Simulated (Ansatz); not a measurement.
For Hf (model structure, started from the beta-Sn type, I4₁/amd, No. 141, 2 atoms in the cell), PBE in Ansatz (PAW) gives:

| Property | Value |
|---|---|
| lattice constant a | 5.574 Å |
| c axis length | 3.006 Å |

Task: What does PBE-D3(BJ) (plane waves, PAW; Ansatz, a first-principles code) give for the same quantities?

Result: 
- lattice constant a: 5.502 Å (shrinks by 1.3 %)
- lattice parameter c: 2.976 Å (shrinks by 1.0 %)

Changes are worked out from the printed values.

Unless a cell is named, each level is at its own relaxed cell (PBE 23.34, PBE-D3(BJ) 22.52 Å³/atom).

Levels without +SOC leave out spin–orbit coupling, which shifts energies and cells of such heavy elements.

Ansatz's density-functional and Hartree–Fock values are scalar-relativistic unless marked +SOC, with PAW data made under PBE.

A model structure was made by putting elements into a prototype or built by hand; it is no filed structure, need not be a known phase, and can be a saddle point held by its symmetry.
